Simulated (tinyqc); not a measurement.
Inside a calculation. Method: CCSD on RHF in the sto-3g basis, for OH-, spin multiplicity 1. The basis has no diffuse functions, so it cannot describe the extra electron: this is an exercise in the method, not the real anion. Computed by tinyqc, a small Python program that keeps every step (integrals from PySCF). Settings: charge = -1, multiplicity = 1, basis = sto-3g, method = RHF, energy threshold = 1e-10, iteration cap = 50, orthogonalisation = symmetric, start = atomic densities, DIIS depth = 6, amplitude equations = CCSD, DIIS depth for amplitudes = 4, cap on updates = 69. Command: `OMP_NUM_THREADS=1 python tinyqc.py 22841 22842 out.jsonl` (the two numbers bound the seeds that draw the settings). One thread of a shared host (Intel(R) Xeon(R) Processor @ 2.60GHz), about 0.3 s of CPU time with the checks. The early iterations of the SCF are left out here.

## One-electron integrals

Geometry (angstrom):
```
atom         x         y         z
O     0.000000  0.000000  0.000000
H     0.000000  0.000000  1.026000
```

Basis sto-3g: exponents (1/bohr^2) and contraction coefficients of normalised primitives:
```
element  l (shell)    exponent  coefficient
O            s (1)  130.709320     0.154329
O            s (1)   23.808861     0.535328
O            s (1)    6.443608     0.444635
O            s (2)    5.033151    -0.099967
O            s (2)    1.169596     0.399513
O            s (2)    0.380389     0.700115
O            p (3)    5.033151     0.155916
O            p (3)    1.169596     0.607684
O            p (3)    0.380389     0.391957
H            s (1)    3.425251     0.154329
H            s (1)    0.623914     0.535328
H            s (1)    0.168855     0.444635
```

Overlap, kinetic and nuclear-attraction integrals over the contracted functions; the nuclear repulsion is the sum of Za Zb / Rab.

nuclear repulsion = 4.12613810 hartree

overlap S, order 1O 1s, 1O 2s, 1O 2px, 1O 2py, 1O 2pz, 2H 1s:
$$\begin{pmatrix}
1.000000 & 0.236704 & 0.000000 & 0.000000 & 0.000000 & 0.045820 \\
0.236704 & 1.000000 & 0.000000 & 0.000000 & 0.000000 & 0.430781 \\
0.000000 & 0.000000 & 1.000000 & 0.000000 & 0.000000 & 0.000000 \\
0.000000 & 0.000000 & 0.000000 & 1.000000 & 0.000000 & 0.000000 \\
0.000000 & 0.000000 & 0.000000 & 0.000000 & 1.000000 & 0.368641 \\
0.045820 & 0.430781 & 0.000000 & 0.000000 & 0.368641 & 1.000000
\end{pmatrix}$$

kinetic energy T (hartree), order 1O 1s, 1O 2s, 1O 2px, 1O 2py, 1O 2pz, 2H 1s:
$$\begin{pmatrix}
29.003200 & -0.168011 & 0.000000 & 0.000000 & 0.000000 & -0.006331 \\
-0.168011 & 0.808128 & 0.000000 & 0.000000 & 0.000000 & 0.098064 \\
0.000000 & 0.000000 & 2.528731 & 0.000000 & 0.000000 & 0.000000 \\
0.000000 & 0.000000 & 0.000000 & 2.528731 & 0.000000 & 0.000000 \\
0.000000 & 0.000000 & 0.000000 & 0.000000 & 2.528731 & 0.234105 \\
-0.006331 & 0.098064 & 0.000000 & 0.000000 & 0.234105 & 0.760032
\end{pmatrix}$$

nuclear attraction V (hartree), order 1O 1s, 1O 2s, 1O 2px, 1O 2py, 1O 2pz, 2H 1s:
$$\begin{pmatrix}
-61.134222 & -7.305164 & 0.000000 & 0.000000 & -0.013511 & -1.452492 \\
-7.305164 & -9.563295 & 0.000000 & 0.000000 & -0.162424 & -3.229479 \\
0.000000 & 0.000000 & -9.454896 & 0.000000 & 0.000000 & 0.000000 \\
0.000000 & 0.000000 & 0.000000 & -9.454896 & 0.000000 & 0.000000 \\
-0.013511 & -0.162424 & 0.000000 & 0.000000 & -9.561434 & -2.490423 \\
-1.452492 & -3.229479 & 0.000000 & 0.000000 & -2.490423 & -5.238266
\end{pmatrix}$$

core Hamiltonian H = T + V (hartree), order 1O 1s, 1O 2s, 1O 2px, 1O 2py, 1O 2pz, 2H 1s:
$$\begin{pmatrix}
-32.131022 & -7.473175 & 0.000000 & 0.000000 & -0.013511 & -1.458823 \\
-7.473175 & -8.755167 & 0.000000 & 0.000000 & -0.162424 & -3.131415 \\
0.000000 & 0.000000 & -6.926165 & 0.000000 & 0.000000 & 0.000000 \\
0.000000 & 0.000000 & 0.000000 & -6.926165 & 0.000000 & 0.000000 \\
-0.013511 & -0.162424 & 0.000000 & 0.000000 & -7.032703 & -2.256318 \\
-1.458823 & -3.131415 & 0.000000 & 0.000000 & -2.256318 & -4.478234
\end{pmatrix}$$

## Two-electron integrals

Functions are numbered as in S; the eight-fold symmetry (ij|kl) = (ji|kl) = (kl|ij) leaves the list below.

Two-electron integrals (ij|kl) in chemists' order, unique and non-zero (hartree):
```
(11|11) 4.785065   (21|11) 0.741380   (21|21) 0.136873   (22|11) 1.118947
(22|21) 0.256633   (22|22) 0.817206   (31|31) 0.024477   (32|31) 0.037809
(32|32) 0.180518   (33|11) 1.115814   (33|21) 0.256684   (33|22) 0.817023
(33|33) 0.880159   (41|41) 0.024477   (42|41) 0.037809   (42|42) 0.180518
(43|43) 0.047444   (44|11) 1.115814   (44|21) 0.256684   (44|22) 0.817023
(44|33) 0.785270   (44|44) 0.880159   (51|51) 0.024477   (52|51) 0.037809
(52|52) 0.180518   (53|53) 0.047444   (54|54) 0.047444   (55|11) 1.115814
(55|21) 0.256684   (55|22) 0.817023   (55|33) 0.785270   (55|44) 0.785270
(55|55) 0.880159   (61|11) 0.145546   (61|21) 0.026648   (61|22) 0.049656
(61|33) 0.049560   (61|44) 0.049560   (61|51) 0.001230   (61|52) 0.002305
(61|55) 0.049856   (61|61) 0.005256   (62|11) 0.357888   (62|21) 0.083128
(62|22) 0.293537   (62|33) 0.288519   (62|44) 0.288519   (62|51) 0.006246
(62|52) 0.047928   (62|55) 0.303293   (62|61) 0.016505   (62|62) 0.131085
(63|31) 0.008652   (63|32) 0.050534   (63|53) 0.009930   (63|63) 0.018574
(64|41) 0.008652   (64|42) 0.050534   (64|54) 0.009930   (64|64) 0.018574
(65|11) 0.259368   (65|21) 0.061018   (65|22) 0.230057   (65|33) 0.219644
(65|44) 0.219644   (65|51) 0.012665   (65|52) 0.086053   (65|55) 0.250626
(65|61) 0.012645   (65|62) 0.124798   (65|65) 0.136012   (66|11) 0.500920
(66|21) 0.118241   (66|22) 0.479154   (66|33) 0.459848   (66|44) 0.459848
(66|51) 0.011402   (66|52) 0.120987   (66|55) 0.517166   (66|61) 0.023681
(66|62) 0.270610   (66|65) 0.294071   (66|66) 0.774606
```

## Orthogonalisation

S = U s U^T; symmetric (Loewdin) form X = U s^(-1/2) U^T, so that X^T S X = 1.

eigenvalues of S: [0.415798, 0.839511, 1.000000, 1.000000, 1.132698, 1.611993]

X, order 1O 1s, 1O 2s, 1O 2px, 1O 2py, 1O 2pz, 2H 1s:
$$\begin{pmatrix}
1.023012 & -0.132166 & 0.000000 & 0.000000 & -0.007902 & 0.022575 \\
-0.132166 & 1.118200 & 0.000000 & 0.000000 & 0.080617 & -0.279495 \\
0.000000 & 0.000000 & 1.000000 & 0.000000 & 0.000000 & 0.000000 \\
0.000000 & 0.000000 & 0.000000 & 1.000000 & 0.000000 & 0.000000 \\
-0.007902 & 0.080617 & 0.000000 & 0.000000 & 1.067502 & -0.234836 \\
0.022575 & -0.279495 & 0.000000 & 0.000000 & -0.234836 & 1.160726
\end{pmatrix}$$

## Iteration 7 (converged): orbitals

converged F (hartree), order 1O 1s, 1O 2s, 1O 2px, 1O 2py, 1O 2pz, 2H 1s:
$$\begin{pmatrix}
-19.390415 & -4.973119 & 0.000000 & 0.000000 & -0.022367 & -0.980008 \\
-4.973119 & -1.779224 & 0.000000 & 0.000000 & -0.040423 & -0.655129 \\
0.000000 & 0.000000 & 0.241239 & 0.000000 & 0.000000 & 0.000000 \\
0.000000 & 0.000000 & 0.000000 & 0.241239 & 0.000000 & 0.000000 \\
-0.022367 & -0.040423 & 0.000000 & 0.000000 & 0.457083 & -0.300557 \\
-0.980008 & -0.655129 & 0.000000 & 0.000000 & -0.300557 & -0.074946
\end{pmatrix}$$

Diagonalise F' = X^T F X, C = X C', fill 5 alpha and 5 beta electrons from the bottom; D = 2 C_occ C_occ^T. Each column has its largest component positive (the first on a tie).

F' = X^T F X (hartree):
$$\begin{pmatrix}
-19.020372 & -2.650814 & 0.000000 & 0.000000 & -0.055507 & -0.129048 \\
-2.650814 & -0.752520 & 0.000000 & 0.000000 & 0.154939 & -0.461688 \\
0.000000 & 0.000000 & 0.241239 & 0.000000 & 0.000000 & 0.000000 \\
0.000000 & 0.000000 & 0.000000 & 0.241239 & 0.000000 & 0.000000 \\
-0.055507 & 0.154939 & 0.000000 & 0.000000 & 0.675583 & -0.537504 \\
-0.129048 & -0.461688 & 0.000000 & 0.000000 & -0.537504 & 0.370614
\end{pmatrix}$$

orbital energies (hartree): MO1 -19.399205, MO2 -0.584497, MO3 0.072164, MO4 0.241239, MO5 0.241239, MO6 1.184842

coefficients C, order 1O 1s, 1O 2s, 1O 2px, 1O 2py, 1O 2pz, 2H 1s:
$$\begin{pmatrix}
0.994322 & -0.239396 & 0.107008 & 0.000000 & 0.000000 & 0.084594 \\
0.024195 & 0.880231 & -0.555563 & 0.000000 & 0.000000 & -0.518087 \\
0.000000 & 0.000000 & 0.000000 & 0.128588 & 0.991698 & 0.000000 \\
0.000000 & 0.000000 & 0.000000 & 0.991698 & -0.128588 & 0.000000 \\
0.003279 & 0.050037 & 0.533726 & 0.000000 & 0.000000 & -0.955977 \\
-0.006116 & 0.257267 & 0.689282 & 0.000000 & 0.000000 & 0.969395
\end{pmatrix}$$

D after iteration 7, order 1O 1s, 1O 2s, 1O 2px, 1O 2py, 1O 2pz, 2H 1s:
$$\begin{pmatrix}
2.114876 & -0.492231 & 0.000000 & 0.000000 & 0.096790 & 0.012177 \\
-0.492231 & 2.168085 & 0.000000 & 0.000000 & -0.504790 & -0.313266 \\
0.000000 & 0.000000 & 2.000000 & 0.000000 & 0.000000 & 0.000000 \\
0.000000 & 0.000000 & 0.000000 & 2.000000 & 0.000000 & 0.000000 \\
0.096790 & -0.504790 & 0.000000 & 0.000000 & 0.574756 & 0.761481 \\
0.012177 & -0.313266 & 0.000000 & 0.000000 & 0.761481 & 1.082666
\end{pmatrix}$$

Within a degenerate level the vectors are fixed only up to a rotation; this is one choice.

## Convergence

Stop when the energy changes by less than 1e-10 hartree and every element of the error matrix X^T (F D S - S D F) X is below 3e-06.

Course of the cycle:
```
iteration   E (hartree)     change  largest element of the error matrix
1          -79.25773351          -                             1.21e+00
2          -74.04919147   5.21e+00                             1.55e-01
3          -74.06349456  -1.43e-02                             1.53e-02
4          -74.06376833  -2.74e-04                             2.44e-03
5          -74.06377293  -4.61e-06                             4.60e-05
6          -74.06377294  -1.78e-09                             3.67e-07
7          -74.06377294  -1.42e-14                             5.12e-10
```

PySCF RHF in the same basis = -74.06377294 hartree

Converged in 7 iterations.

## Integrals over molecular orbitals

(pq|rs) = sum C_ip C_jq C_kr C_ls (ij|kl), one index at a time.

one-electron integrals over orbitals h = C^T H C (hartree):
$$\begin{pmatrix}
-32.113496 & 0.589827 & -0.254053 & 0.000000 & 0.000000 & -0.202098 \\
0.589827 & -7.100084 & 0.715259 & 0.000000 & 0.000000 & 1.014965 \\
-0.254053 & 0.715259 & -5.694943 & 0.000000 & 0.000000 & 1.397782 \\
0.000000 & 0.000000 & 0.000000 & -6.926165 & 0.000000 & 0.000000 \\
0.000000 & 0.000000 & 0.000000 & 0.000000 & -6.926165 & 0.000000 \\
-0.202098 & 1.014965 & 1.397782 & 0.000000 & 0.000000 & -5.630973
\end{pmatrix}$$

Two-electron integrals over orbitals (pq|rs), unique and non-zero (hartree):
```
(11|11) 4.745776    (21|11) -0.430479   (21|21) 0.061345    (22|11) 1.014891
(22|21) -0.015719   (22|22) 0.724379    (31|11) 0.191708    (31|21) -0.026393
(31|22) 0.011770    (31|31) 0.020659    (32|11) -0.191756   (32|21) 0.008479
(32|22) -0.032983   (32|31) 0.010537    (32|32) 0.147216    (33|11) 0.805701
(33|21) -0.008371   (33|22) 0.630899    (33|31) -0.002279   (33|32) -0.018519
(33|33) 0.651012    (41|41) 0.026006    (42|41) 0.033143    (42|42) 0.148761
(43|41) -0.013677   (43|42) -0.051800   (43|43) 0.043721    (44|11) 1.115337
(44|21) -0.012516   (44|22) 0.751428    (44|31) 0.005552    (44|32) -0.102559
(44|33) 0.624553    (44|44) 0.880159    (51|51) 0.026006    (52|51) 0.033143
(52|52) 0.148761    (53|51) -0.013677   (53|52) -0.051800   (53|53) 0.043721
(54|54) 0.047444    (55|11) 1.115337    (55|21) -0.012516   (55|22) 0.751428
(55|31) 0.005552    (55|32) -0.102559   (55|33) 0.624553    (55|44) 0.785270
(55|55) 0.880159    (61|11) 0.152527    (61|21) -0.023444   (61|22) -0.000855
(61|31) -0.003578   (61|32) -0.022946   (61|33) 0.011475    (61|44) 0.004130
(61|55) 0.004130    (61|61) 0.029090    (62|11) -0.212481   (62|21) 0.004556
(62|22) -0.106708   (62|31) -0.017233   (62|32) -0.025387   (62|33) -0.007108
(62|44) -0.113173   (62|55) -0.113173   (62|61) 0.019562    (62|62) 0.108564
(63|11) -0.278661   (63|21) 0.004460    (63|22) -0.107326   (63|31) 0.003817
(63|32) 0.120526    (63|33) -0.048643   (63|44) -0.155910   (63|55) -0.155910
(63|61) -0.010339   (63|62) 0.038728    (63|63) 0.165540    (64|41) -0.010093
(64|42) -0.040347   (64|43) -0.008755   (64|64) 0.038383    (65|51) -0.010093
(65|52) -0.040347   (65|53) -0.008755   (65|65) 0.038383    (66|11) 0.943339
(66|21) -0.010891   (66|22) 0.680641    (66|31) 0.014758    (66|32) 0.028141
(66|33) 0.642317    (66|44) 0.665795    (66|55) 0.665795    (66|61) -0.010398
(66|62) -0.086794   (66|63) -0.044169   (66|66) 0.720086
```

## CCSD: starting amplitudes

t_ij^ab = <ij||ab> / (e_i + e_j - e_a - e_b), whose energy is MP2.

Starting amplitudes (spin orbitals 1a, 1b, ...; amplitudes related by a flip of all spins are not repeated):
```
from      to          t
3a 3b  6a 6b  -0.074388
2a 2b  6a 6b  -0.030679
4a 4b  6a 6b  -0.020338
5a 5b  6a 6b  -0.020338
2a 3b  6a 6b  -0.013438
1a 2b  6a 6b  -0.000875
1a 1b  6a 6b  -0.000707
1a 3b  6a 6b   0.000477
```

correlation energy = -0.01831168 hartree

## CCSD: amplitude update 1

t_i^a D_i^a and t_ij^ab D_ij^ab are set to the remaining terms of the spin-orbital equations, evaluated with the old amplitudes; for the doubles these are <ij||ab> + 1/2 <ab||ef> t_ij^ef + 1/2 <mn||ij> t_mn^ab + P(ij)P(ab) <mb||ej> t_im^ae + terms in t^2 + terms with t1, D the orbital-energy denominators.

Amplitudes after update 1 (spin orbitals 1a, 1b, ...; amplitudes related by a flip of all spins are not repeated):
```
from      to          t
3a 3b  6a 6b  -0.100335
2a 2b  6a 6b  -0.035275
4a 4b  6a 6b  -0.026806
5a 5b  6a 6b  -0.026806
2a 3b  6a 6b  -0.019646
2a        6a  -0.003125
3a        6a  -0.001054
1a 2b  6a 6b  -0.000814
1a 1b  6a 6b  -0.000605
1a 3b  6a 6b   0.000372
1a        6a   2.93e-06
```

correlation energy = -0.02407420 hartree

## CCSD: amplitude update 2

As before.

Amplitudes after update 2 (spin orbitals 1a, 1b, ...; amplitudes related by a flip of all spins are not repeated):
```
from      to          t
3a 3b  6a 6b  -0.109957
2a 2b  6a 6b  -0.035090
4a 4b  6a 6b  -0.029119
5a 5b  6a 6b  -0.029119
2a 3b  6a 6b  -0.022065
2a        6a  -0.004981
3a        6a  -0.001998
1a 2b  6a 6b  -0.000779
1a 1b  6a 6b  -0.000583
1a 3b  6a 6b   0.000322
1a        6a   0.000015
```

correlation energy = -0.02600616 hartree

## CCSD: amplitude update 3

t_i^a D_i^a and t_ij^ab D_ij^ab are set to the remaining terms of the spin-orbital equations, evaluated with the old amplitudes; for the doubles these are <ij||ab> + 1/2 <ab||ef> t_ij^ef + 1/2 <mn||ij> t_mn^ab + P(ij)P(ab) <mb||ej> t_im^ae + terms in t^2 + terms with t1, D the orbital-energy denominators. DIIS then mixes the stored amplitudes.

DIIS coefficients: [-0.633023, 1.633023]

Amplitudes after update 3 (spin orbitals 1a, 1b, ...; amplitudes related by a flip of all spins are not repeated):
```
from      to          t
3a 3b  6a 6b  -0.116083
2a 2b  6a 6b  -0.034072
4a 4b  6a 6b  -0.030638
5a 5b  6a 6b  -0.030638
2a 3b  6a 6b  -0.023552
2a        6a  -0.006386
3a        6a  -0.002853
1a 2b  6a 6b  -0.000760
1a 1b  6a 6b  -0.000572
1a 3b  6a 6b   0.000290
1a        6a   0.000024
```

correlation energy = -0.02713678 hartree

## CCSD: convergence

E_corr = 1/4 sum <ij||ab> t_ij^ab + 1/2 sum <ij||ab> t_i^a t_j^b; stop when the norm of the change is below 1e-8.

Course of the amplitude iterations:
```
update  correlation energy (hartree)  norm of the change
0                        -0.01831168                   -
1                        -0.02407420            5.87e-02
2                        -0.02600616            2.17e-02
3                        -0.02713678            8.57e-03
4                        -0.02713689            6.37e-04
5                        -0.02713713            1.00e-04
6                        -0.02713655            1.66e-05
7                        -0.02713651            4.99e-06
8                        -0.02713660            1.07e-06
9                        -0.02713660            1.05e-07
10                       -0.02713660            3.80e-08
11                       -0.02713660            1.25e-08
12                       -0.02713660            2.25e-09
```

Converged amplitudes (spin orbitals 1a, 1b, ...; amplitudes related by a flip of all spins are not repeated):
```
from      to          t
3a 3b  6a 6b  -0.116275
2a 2b  6a 6b  -0.033645
4a 4b  6a 6b  -0.030842
5a 5b  6a 6b  -0.030842
2a 3b  6a 6b  -0.023538
2a        6a  -0.006476
3a        6a  -0.002939
1a 2b  6a 6b  -0.000761
1a 1b  6a 6b  -0.000573
1a 3b  6a 6b   0.000288
1a        6a   0.000025
```

CCSD total energy = -74.09090954 hartree

T1 diagnostic, norm of the one-spin t1 over sqrt(correlated electrons) = 0.002249

Converged in 12 updates, with DIIS from the third.
